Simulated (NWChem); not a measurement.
System meant: CN, doublet; SMILES [C]#N

Here is an NWChem input.

```
start job
memory heap 200 mb stack 900 mb global 1100 mb
geometry units angstroms noautoz
  C      0.000000     0.000000    -0.623743
  N      0.000000     0.000000     0.536379
end
basis spherical
  * library def2-svp
end
dft
  odft
  mult 3
  xc xpbe96 cpbe96
  iterations 150
  mulliken
end
task dft energy
```

End of the output:

```
 Summary of "ao basis" -> "" (spherical)
 ------------------------------------------------------------------------------
       Tag                 Description            Shells   Functions and Types
 ---------------- ------------------------------  ------  ---------------------
 *                          def2-svp                  on all atoms

  pbe96 is a nonlocal functional; adding pw91lda local functional.

                                 NWChem DFT Module
                                 -----------------

 Summary of "ao basis" -> "ao basis" (spherical)
 ------------------------------------------------------------------------------
       Tag                 Description            Shells   Functions and Types
 ---------------- ------------------------------  ------  ---------------------
 C                          def2-svp                 6       14   3s2p1d
 N                          def2-svp                 6       14   3s2p1d

 Summary of "ao basis" -> "ao basis" (spherical)
 ------------------------------------------------------------------------------
       Tag                 Description            Shells   Functions and Types
 ---------------- ------------------------------  ------  ---------------------
 C                          def2-svp                 6       14   3s2p1d
 N                          def2-svp                 6       14   3s2p1d

      Symmetry analysis of basis
      --------------------------

        a1         12
        a2          0
        b1          2
        b2          2
        e          12

  number of electrons :                   13
  multiplicity        :                    3
 ------------------------------------------------------------------------
  no. of electrons and multiplicity not compatible                  13
 ------------------------------------------------------------------------
 ------------------------------------------------------------------------
  current input line :
    17: task dft energy
 ------------------------------------------------------------------------
 ------------------------------------------------------------------------
 There is an error in the input file
 ------------------------------------------------------------------------
 For more information see the NWChem manual at https://nwchemgit.github.io

0: no. of electrons and multiplicity not compatible:Received an Error in Communication
```

Q: Can this run be used? If not, why, and what is the fix?

A: The program refused the input. Cause: the multiplicity doesn't fit the number of electrons (an even count wants an odd multiplicity, and the reverse). This input runs:
```
start job
memory heap 200 mb stack 900 mb global 1100 mb
geometry units angstroms noautoz
  C      0.000000     0.000000    -0.623743
  N      0.000000     0.000000     0.536379
end
basis spherical
  * library def2-svp
end
dft
  odft
  mult 2
  xc xpbe96 cpbe96
  iterations 150
  mulliken
end
task dft energy
```
It converges to -92.53376 Ha (PBE/def2-SVP, spin-unrestricted).
